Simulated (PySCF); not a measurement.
# TDDFT excited states: C5H10

Compound: 3-methyl-1-butene, C5H10.
Bonds: C1–C2 (double), C2–C3, C3–C4, C3–C5. Hydrogens: H6, H7 on C1; H8 on C2; H9 on C3; H10, H11, H12 on C4; H13, H14, H15 on C5.

Computed, not measured: PySCF, TDDFT CAM-B3LYP/aug-cc-pVTZ, vertical, gas phase, core orbitals frozen in the response. The structure is a single PBE0-D3(BJ)/def2-TZVP conformer in the gas phase; no vibrational or solvent corrections. Torsions of this conformer, `[CH2:1]=[CH:2][CH:3]([CH3:4])[CH3:5]`: C1–C2–C3–C4 -119°.

| state | E (eV) | ν̃ (cm⁻¹) | f | symmetry | main configurations (H = HOMO, L = LUMO) |
| --- | --- | --- | --- | --- | --- |
| S1 | 6.66 | 53700 | 0.052 | A″ | H→L (62%), H→L+1 (26%) |
| S2 | 6.99 | 56380 | 0.0003 | – | H→L+2 (72%), H→L+1 (8%) |
| S3 | 7.19 | 57990 | 0.363 | A′ | H→L+4 (82%), H→L+9 (11%) |
| S4 | 7.28 | 58720 | 0.0013 | – | H→L+1 (49%), H→L (24%), H→L+2 (10%) |
| S5 | 7.52 | 60650 | 0.049 | A′ | H→L+3 (85%) |
| S6 | 7.94 | 64010 | 0.0049 | A″ | H→L+6 (50%), H-1→L+4 (14%), H→L+5 (8%) |
| S7 | 7.95 | 64160 | 0.0000 | – | H-1→L+4 (44%), H-1→L+9 (18%), H→L+6 (15%) |
| S8 | 8.02 | 64670 | 0.0006 | – | H→L+5 (66%), H→L+6 (15%) |
| S9 | 8.08 | 65200 | 0.032 | A″ | H→L+7 (86%) |
| S10 | 8.26 | 66590 | 0.047 | A′ | H→L+8 (74%), H→L+13 (17%) |

Triplets, Tamm–Dancoff:

```json
{"state": "T1", "E (eV)": "4.47", "λ (nm)": "277.5", "main configurations (H = HOMO, L = LUMO)": "H→L+4 (53%), H→L+9 (30%)"}
{"state": "T2", "E (eV)": "6.59", "λ (nm)": "188.2", "main configurations (H = HOMO, L = LUMO)": "H→L (59%), H→L+1 (26%)"}
{"state": "T3", "E (eV)": "6.95", "λ (nm)": "178.5", "main configurations (H = HOMO, L = LUMO)": "H→L+2 (71%)"}
{"state": "T4", "E (eV)": "7.25", "λ (nm)": "171.1", "main configurations (H = HOMO, L = LUMO)": "H→L+1 (48%), H→L (25%)"}
```

The lowest singlet comes at 186 nm (642 kJ/mol) in the vacuum ultraviolet; it is of moderate strength; its leading configuration is HOMO→LUMO (62%). The most intense listed level is S3 at 7.19 eV (172 nm, f = 0.363), 0.53 eV above S1. Löwdin shares by element: HOMO carbon 76% or more, hydrogen 5% or more (atoms not listed hold the other 19%); LUMO hydrogen 43% or more (atoms not listed hold the other 57%). Orbital energies (eV): HOMO-3 -11.14, HOMO-2 -10.80, HOMO-1 -10.58, HOMO -8.74, LUMO 0.31, LUMO+1 0.57, LUMO+2 0.59. The oscillator strengths of these states sum to 0.551; summed over the whole spectrum of an exact calculation they would give the number of electrons, 40 (Thomas–Reiche–Kuhn). The listed states span 1.60 eV, and the widest gap between neighbours is 0.42 eV (S5 to S6). Symmetry labels in Cs follow from the direction of the transition dipole and are given only for states with f of 0.002 or more. Singlets were solved by full linear response, triplets in the Tamm–Dancoff approximation.

Time: 2.8 min wall, 5.9 min CPU; peak memory 2.3 GiB. Hardware: Intel Xeon at 2.50 GHz, 2 threads, shared host with 64 logical CPUs at a one-minute load of 62.
